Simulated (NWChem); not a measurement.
Total energies of hydrogen peroxide (H2O2)

SMILES: OO
```xyz
4

O     -0.2942     0.6453    -0.0547
O      0.2942    -0.6453    -0.0547
H      0.3673     1.1503     0.4376
H     -0.3673    -1.1503     0.4376
```
Charge 0, spin multiplicity 1.

The numbers come from NWChem runs, not from measurements. All single points use one geometry, from PBE0/def2-SVP, a minimum by its harmonic frequencies. It is one conformer; others weren't searched.

Basis set: cc-pVTZ (88 functions).

| method | total energy (Ha) | relative cost |
|---|---|---|
| RHF | -150.83765 | 1 |
| MP2 | -151.33216 | under 3 |
| B2PLYP | -151.51134 | under 3 |
| PBE | -151.45596 | under 3 |
| B3LYP | -151.61105 | under 3 |
| LC-wPBE (omega 0.3 per bohr) | -151.49306 | 10 |
| CCSD(T) | -151.35778 | 60 |

Total energies of different functionals aren't comparable as a measure of quality: only differences taken within one method are. Relative cost: rough, from shared machines, SCF included, RHF = 1.

The correlated methods keep 2 core orbitals frozen. B3LYP has NWChem's definition, with VWN1-RPA local correlation. GW and range-separated runs recompute their integrals, the others keep them in memory, which bears on the times. Coupled-cluster values serve here as a point of comparison, not as the truth.
